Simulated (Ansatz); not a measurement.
A calculation with Ansatz (development build ahead of 0.2.0).

```yaml
crystal:
  periodic: [false, false, false]
  atoms:
    - { symbol: C, position_ang: [-0.3022, 0.3114, -0.0437] }
    - { symbol: C, position_ang: [-0.5708, -0.6118, 0.8836] }
    - { symbol: O, position_ang: [0.7802, 0.3774, -0.8385] }
    - { symbol: H, position_ang: [-0.9854, 1.1432, -0.2451] }
    - { symbol: H, position_ang: [-1.4912, -0.5498, 1.4644] }
    - { symbol: H, position_ang: [0.1092, -1.4449, 1.0883] }
    - { symbol: H, position_ang: [1.3632, -0.3656, -0.6397] }
basis:
  gaussian: { orbitals: def2-SVP }
total_charge: 1
magnetization:
  spin_polarized: true
  initial_magnetization: 1
hamiltonian:
  xc: pbe0
output:
  forces: true
```

The input is written out in the form of the current development build from the run's settings.

Output:

- Converged: yes
- Total energy: -153.17994 hartree
- Spin squared of the determinant: 0.758
- Stability test: minimum

Forces (eV/Å):
| atom | Fx | Fy | Fz |
| --- | --- | --- | --- |
| C1 | 2.432 | 3.277 | -4.304 |
| C2 | -0.164 | -2.597 | 2.203 |
| O3 | -2.841 | -0.217 | 2.122 |
| H4 | -0.032 | 0.095 | -0.055 |
| H5 | -0.163 | 0.030 | 0.087 |
| H6 | 0.022 | -0.121 | 0.082 |
| H7 | 0.745 | -0.467 | -0.135 |
